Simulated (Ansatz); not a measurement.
# C3H5FO2: up Jacob's ladder to CCSD(T)

Aim: compute C3H5FO2 with functionals from several rungs and with coupled cluster, and see how far each lands from CCSD(T) at the basis-set limit for the atomisation energy.

Method: functionals in def2-TZVPP, the program's frozen cores in correlated methods; program: Ansatz 0.2.0, Gaussian basis.

Levels to be run: PBE-D4, r2SCAN-D4, PBE0-D4, B3LYP-D4, ωB97X-V, ωB97M-V, B2PLYP; CCSD(T)/def2-TZVPP; MP2/def2-QZVPP; extrapolation to the limit.

## (1) The relaxed structure

An earlier PBE0-D4 in a triple-zeta def2 set relaxation fixed the geometry.

SMILES `CC1(F)OCO1`, 11 atoms, charge 0, spin multiplicity 1.

Atoms are counted from 1 here; the program's logs count them from 0.

Bond lengths: C1–C2 1.495 Å, C1–H7 1.090 Å, C1–H8 1.089 Å, C1–H9 1.090 Å, C2–F3 1.362 Å, C2–O4 1.401 Å, C2–O6 1.401 Å, O4–C5 1.419 Å, C5–O6 1.419 Å, C5–H10 1.095 Å, C5–H11 1.094 Å. Angles: C2–C1–H7 109.3°, C2–C1–H8 109.8°, C2–C1–H9 109.3°, H7–C1–H8 109.6°, H7–C1–H9 109.2°, H8–C1–H9 109.6°, C1–C2–F3 108.9°, C1–C2–O4 116.4°, C1–C2–O6 116.4°, F3–C2–O4 110.4°, F3–C2–O6 110.4°, O4–C2–O6 93.6°, C2–O4–C5 87.1°, O4–C5–O6 92.1°, O4–C5–H10 113.2°, O4–C5–H11 112.7°, O6–C5–H10 113.2°, O6–C5–H11 112.7° and more.

## (2) PBE-D4 (GGA)

The input, in.yaml:

```yaml
crystal:
  periodic: [false, false, false]
  atoms:
    - {symbol: C, position_ang: [-0.756557, -0.670593, 1.133056]}
    - {symbol: C, position_ang: [0.367243, -0.113333, 0.319782]}
    - {symbol: F, position_ang: [1.533621, -0.291099, 1.000238]}
    - {symbol: O, position_ang: [0.487603, -0.595651, -0.990280]}
    - {symbol: C, position_ang: [0.408702, 0.754715, -1.419102]}
    - {symbol: O, position_ang: [0.238943, 1.220598, -0.089540]}
    - {symbol: H, position_ang: [-0.582925, -1.732850, 1.307393]}
    - {symbol: H, position_ang: [-1.698187, -0.536103, 0.602977]}
    - {symbol: H, position_ang: [-0.798808, -0.152929, 2.091786]}
    - {symbol: H, position_ang: [1.331580, 1.113309, -1.887394]}
    - {symbol: H, position_ang: [-0.465817, 0.947037, -2.048318]}
basis:
  gaussian: {orbitals: def2-TZVPP}
hamiltonian: {xc: pbe, dispersion: d4}
output: {forces: true, orbitals: {seedname: orbitals}}
```

Command:

```
$ ansatz run in.yaml --threads 4 --pin off --events-out ev --progress --plain --max-ram 10444MiB
```

The runs that follow: r2SCAN-D4 (meta-GGA); PBE0-D4 (hybrid); B3LYP-D4 (hybrid); ωB97X-V (range-separated); ωB97M-V (range-separated); B2PLYP (double hybrid); CCSD(T) in def2-TZVPP; MP2 in def2-QZVPP.

**Question.** What will the summary of the whole plan be? Wanted: atomisation energy, CCSD(T)/CBS; farthest; mean size of error, hybrid; mean size of error, range-separated; gap, smallest and largest; T1 diagnostic; triples share of the correlation energy.

The runs gave:

| quantity | value |
| --- | --- |
| atomisation energy, CCSD(T)/CBS | 1075.6 kcal/mol |
| functionals within 5.4 kcal/mol (0.5 %) | B3LYP-D4 |
| farthest | PBE-D4 (+39.8 kcal/mol) |
| mean size of error, hybrid | 6.4 kcal/mol |
| mean size of error, range-separated | 5.6 kcal/mol |
| gap, smallest and largest | 6.94 eV (PBE-D4), 14.17 eV (ωB97X-V) |
| T1 diagnostic | 0.0117 |
| triples share of the correlation energy | 3.7 % |

In words: PBE-D4 is off by +39.8 kcal/mol. Double hybrids carry the basis error of their MP2 part in triple zeta, and no dispersion term here, so their miss is partly the set-up's. The reference freezes the cores and leaves out relativity and excitations past (T), so misses under about 5.4 kcal/mol can't be ranked. Hartree-Fock recovers 69 % of the binding; the rest is correlation. The gap grows from 6.9 to 14.2 eV across the functionals, mostly with the share of exact exchange.
